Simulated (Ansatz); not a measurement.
System: fluorite CeO2. Method: RPBE (Ansatz, a first-principles code, PAW).

Run with plane-wave cutoff 520 eV, 12×12×12 k mesh, Fermi–Dirac smearing 0.01 eV, no spin polarisation, scalar-relativistic PAW data made under PBE.

Properties against volume:

```csv
V (Å³/atom),P (GPa),direct gap at Γ (eV),smallest gap on the k mesh (eV)
13.076,11.39,2.984,2.028
13.354,7.17,2.867,1.965
13.633,3.38,2.756,1.903
13.911,-0.01,2.651,1.844
14.189,-3.04,2.552,1.786
14.467,-5.76,2.458,1.730
14.745,-8.20,2.369,1.676
```

The fundamental gap (1.84 eV at the equilibrium volume, with added k points) lies elsewhere than Γ–Γ.

Measured, for comparison: band gap 3 eV (temperature not stated, no zero-point or thermal correction, O 2p to Ce 4f, our sources range from 3.00 to 3.20; as tabulated in Tran et al. (2019), arXiv:1908.01820).

Spin–orbit coupling is not included.
